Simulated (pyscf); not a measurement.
PySCF, gas phase, ωB97X-D3(BJ)/def2-SVP geometries. Correlated levels are frozen-core, on RHF or UHF. ΔMP2 is the change of the MP2 total energy from the triple- to the quadruple-zeta basis.

Q: PBE/def2-TZVP puts the barrier of CH₄ + Au• → H₃C–Au + H• (substitution at C; doublet surface; C–H broken, Au–C formed) at 46.1 kcal/mol and the reaction energy at +45.3 kcal/mol, from the separated reactants. What do B3LYP-D3(BJ)/def2-TZVP, PBE0-D3(BJ)/def2-TZVP, CCSD(T)/def2-TZVPP + ΔMP2(QZVPP) give on the same structures?

A: B3LYP-D3(BJ): ΔE‡ = 54.4 kcal/mol, ΔE = +53.8 kcal/mol; PBE0-D3(BJ): ΔE‡ = 53.0 kcal/mol, ΔE = +50.5 kcal/mol; CCSD(T): ΔE‡ = 52.5 kcal/mol, ΔE = +47.2 kcal/mol. PBE's barrier lies under all of them, by 6.4 to 8.3 kcal/mol. Its reaction energy lies under all of them, by 1.9 to 8.5 kcal/mol. The products may also form a dative adduct at H₃C–Au; it and routes through it were not searched. One saddle was located; it need not be the lowest between these sides. The angle at the attacked C is 180°. The CCSD(T) − MP2 part came from Ansatz, without density fitting, on the same reference. A UHF reference is spin-contaminated (<S²> up to 0.92), which harms MP2 most. The frozen core leaves the outer d or s,p core shells of the metals and heavy elements correlated in the MP2 and CC values, and def2-TZVPP describes them poorly, which can shift differences by a few kcal/mol. Open-shell species with a d-block atom are single-reference here; other states, and whether the spin sits on metal or ligand, were not checked. Elements past Kr carry the def2 core potentials, without spin-orbit coupling.
